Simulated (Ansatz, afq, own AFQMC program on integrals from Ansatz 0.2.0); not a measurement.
# HSBr, triplet in cc-pVTZ, levels against CCSDT(Q)

```xyz
3

Br    0.0000    0.0000   -1.6113
H     0.0000    0.0000    0.0647
S     0.0000    0.0000    1.5467
```

Connectivity, by distances: Br ··· S, 1 bridging H.

Basis cc-pVTZ. Noble-gas cores (and the filled d shells of Ga–Kr and In–Xe) are frozen. Integrals, coupled cluster, full CI and functionals: Ansatz 0.2.0; the random walks run on the same integrals in our own AFQMC program. The CISD trial takes its coefficients from CCSD amplitudes. Released means that phaseless walkers are propagated on without the constraint, phases kept. Error bars are statistical, one sigma. No spin–orbit coupling.

Determinant: UHF, the one that the program's search chose, which needn't be the lowest solution. The geometry is a point of a scan.

No full CI on the walks' own integrals is used here; CCSDT(Q) serves as the reference and is uncertain by about the last step of the cluster series.

Cautions: no relativity below Rb; no spin-orbit coupling; inner d shell frozen; lower spins were not checked; unrestricted determinant slightly spin contaminated (⟨S²⟩ 2.06 against 2.00).

The T1 diagnostic is 0.0157 and the weight of the determinant in the CISD state is 0.851. The ⟨S²⟩ of the determinant is 2.056 and the size of the correlated space is 14 electrons in 72 orbitals.

Reference: CCSDT(Q), correlation energy -9.864 eV. The released energy is read at 2.40 1/Eh (meV from the phaseless value at times in 1/Eh: -6 ± 5 at 0.24, -17 ± 5 at 0.51, -21 ± 6 at 0.99, -28 ± 6 at 1.62, -15 ± 11 at 2.40).

| level | E − E(reference) (kJ/mol) | share of correlation (%) |
| --- | --- | --- |
| HF | 951.8 | 0.00 |
| MP2 | 150.7 | 84.16 |
| CCSD | 41.9 | 95.60 |
| CCSD(T) | 5.6 | 99.41 |
| CCSDT | 1.7 | 99.83 |
| ph-AFQMC/CISD | 2.5 ± 0.6 | 99.74 |
| released AFQMC | 1.1 ± 1.0 | 99.89 |

A walk keeps the symmetry of its determinant, which the program's search chose and which needn't be the lowest solution, so a lower state of the same spin and another symmetry isn't excluded. Released energies are given only where the last usable release times agree within the noise; a slower fall can still hide under it.
